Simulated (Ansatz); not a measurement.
# BSiP+ (doublet): the correlation ladder, cc-pVTZ

The task here is to estimate one member of a computed series from the others.

Computed with Ansatz 0.2.0, Gaussian basis. Level: cc-pVTZ, core rule «outside noble gas», up to 11 orbitals frozen.

The runs, in order: UHF; CCSD(T) on ROHF; CCSD(T) on UHF; BCCD(T) on ROHF; CCSDT(Q) on ROHF; CCSDT(Q) on UHF.

6 further runs of the same task are left out: 6 set aside as unsound or not needed.

### What is computed

The geometry is a PBE0/def2-TZVP stationary point (not a proven minimum) of the parent state, kept for this charge and spin.

3 atoms, charge 1, spin multiplicity 2.

Atoms are counted from 1 here; the program's logs count them from 0.

Bond lengths: B1–P2 1.813 Å, B1–Si3 2.032 Å, P2–Si3 2.135 Å. Angles: P2–B1–Si3 67.2°, B1–P2–Si3 61.3°, B1–Si3–P2 51.5°.

Set-up of the first run:

in.yaml

```yaml
crystal:
  periodic: [false, false, false]
  atoms:
    - {symbol: B, position_ang: [0.000000, -1.336957, 0.188448]}
    - {symbol: P, position_ang: [0.000000, 0.294228, 0.979363]}
    - {symbol: Si, position_ang: [0.000000, 0.190151, -1.152618]}
basis:
  gaussian: {orbitals: cc-pVTZ}
total_charge: 1
magnetization: {spin_polarized: true, initial_magnetization: 1}
hamiltonian: {xc: hf}
output: {orbitals: {seedname: orbitals}}
```

Launch:

```bash
$ ansatz run in.yaml --threads 1 --pin off --events-out ev --progress --plain --max-ram 4096MiB --backend cpu
```

Among the steps run: UHF; CCSD(T) on ROHF; CCSD(T) on UHF; BCCD(T) on ROHF; CCSDT(Q) on ROHF; CCSDT(Q) on UHF.

One of the session's tables, all rows but one given; the rest of the session is left out.

| method | from RCCSDT(Q) (meV) |
| --- | --- |
| ROHF | +9694.6 |
| UHF | +9118.3 |
| RMP2 | +1589.3 |
| UMP2 | +1966.6 |
| RCCSD | +839.5 |
| UCCSD | +859.2 |
| RCCSD(T) | +117.2 |
| UCCSD(T) | +193.0 |
| BCCD(T) | +112.1 |
| RCCSDT | +76.6 |
| UCCSDT | +86.3 |
| RCCSDT(Q) | 0 |
| UCCSDT(Q) | ? |

Estimate the missing values for UCCSDT(Q).

The run gave: from RCCSDT(Q) (meV): -11.2. In the column «from RCCSDT(Q) (meV)» it is the lowest.

To keep in mind: The determinant is far from a pure spin state, so its energy mixes those of several spin states (harmless only where they are near-degenerate, as at dissociation). Warnings: spin contamination; large T1 diagnostic. Restricted and unrestricted rows rest on different reference determinants; where their highest levels disagree by more than a few hundredths of an eV, they describe different states and don't form one ladder.
